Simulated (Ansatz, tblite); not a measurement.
# Cu(CO) (CCuO): rung by rung

The task here is to estimate one member of a computed series from the others.

Computed with Ansatz 0.2.0, Gaussian basis. Level: as each input shows.

Plan: GFN1-xTB, GFN2-xTB, PBE-D4/def2-TZVP, r2SCAN-D4/def2-TZVP, LC-ωPBE/def2-TZVP, LDA/def2-TZVP, BLYP-D4/def2-TZVP, revPBE-D4/def2-TZVP, ωB97X-V/def2-TZVP, PBE-D4/def2-SVP, PBE0-D4/def2-SVP, HF/STO-3G, HF/6-31G, B3LYP-D4/6-31G, PBE0-D4/def2-TZVPD, PBE-D4/def2-TZVPD, r2SCAN-D4/def2-TZVPD, CCSD(T)/def2-TZVPP, MP2/def2-TZVP, RPA/def2-TZVP, CCSD(T)/def2-TZVPD.

### The geometry

The geometry is that of the doublet, from an earlier relaxation (r2SCAN-D4/def2-TZVP).

3 atoms, charge 0, spin multiplicity 2.

Bond lengths: Cu1–C2 1.862 Å, C2–O3 1.145 Å. Angles: Cu1–C2–O3 145.2°.

No spin-orbit coupling is included.

PBE0-D4/def2-TZVP was run before; its log isn't repeated, and its numbers join the tables.

Set-up of the first run:

Tight binding, by tblite at 300 K electronic temperature and without a spin-polarisation term:

```python
tblite.interface.Calculator('GFN1-xTB', numbers, positions, charge=0, uhf=1).singlepoint()
```

Tight binding, by tblite at 300 K electronic temperature and without a spin-polarisation term:

```python
tblite.interface.Calculator('GFN2-xTB', numbers, positions, charge=0, uhf=1).singlepoint()
```

start.molden holds the orbitals of an earlier run on this state, given as this run's starting guess.

in.yaml reads:

```yaml
crystal:
  periodic: [false, false, false]
  atoms:
    - {symbol: Cu, position_ang: [-0.107573, 0.069576, -1.564803]}
    - {symbol: C, position_ang: [0.246059, -0.133304, 0.252131]}
    - {symbol: O, position_ang: [-0.138476, 0.063729, 1.312672]}
basis:
  gaussian: {orbitals: def2-TZVP, initial_orbitals: start.molden}
magnetization: {spin_polarized: true, initial_magnetization: 1}
hamiltonian: {xc: pbe, dispersion: d4}
scf: {omitted_lower_state_checks: [starts]}
output: {orbitals: {seedname: orbitals}}
```

Launch:

```
> ansatz run in.yaml --threads 4 --pin off --events-out ev --progress --plain --max-ram 3916MiB
```

Among the steps run: PBE-D4/def2-TZVP; r2SCAN-D4/def2-TZVP; LC-ωPBE/def2-TZVP; LDA/def2-TZVP; BLYP-D4/def2-TZVP; revPBE-D4/def2-TZVP; ωB97X-V/def2-TZVP; PBE-D4/def2-SVP; PBE0-D4/def2-SVP; HF/STO-3G; HF/6-31G; B3LYP-D4/6-31G; PBE0-D4/def2-TZVPD; PBE-D4/def2-TZVPD; r2SCAN-D4/def2-TZVPD; CCSD(T)/def2-TZVPP; MP2/def2-TZVP; RPA/def2-TZVP; CCSD(T)/def2-TZVPD.

One of the session's tables, all rows but one given; the rest of the session is left out.

It belongs to the step «Levels side by side». 

```
               level  HOMO (eV)  gap (eV)
           HF/STO-3G      -5.41      8.14
            HF/6-31G      -5.68      6.63
       LDA/def2-TZVP      -4.29      0.77
     PBE-D4/def2-SVP      -3.75      0.96
    PBE-D4/def2-TZVP      -4.15      0.97
   PBE-D4/def2-TZVPD      -4.20      0.97
 revPBE-D4/def2-TZVP      -4.10      1.02
   BLYP-D4/def2-TZVP      -4.03      0.77
 r2SCAN-D4/def2-TZVP      -4.41      1.59
r2SCAN-D4/def2-TZVPD      -4.45      1.58
      B3LYP-D4/6-31G      -4.55      2.14
    PBE0-D4/def2-SVP      -4.36      2.69
   PBE0-D4/def2-TZVP      -4.71      2.70
  PBE0-D4/def2-TZVPD      -4.75      2.68
   LC-ωPBE/def2-TZVP          ?         ?
   ωB97X-V/def2-TZVP      -6.39      6.45
```

Q: Estimate the row for LC-ωPBE/def2-TZVP from the others.

As computed: HOMO (eV): -6.80; gap (eV): 7.02. In the column «HOMO (eV)» it is the lowest.
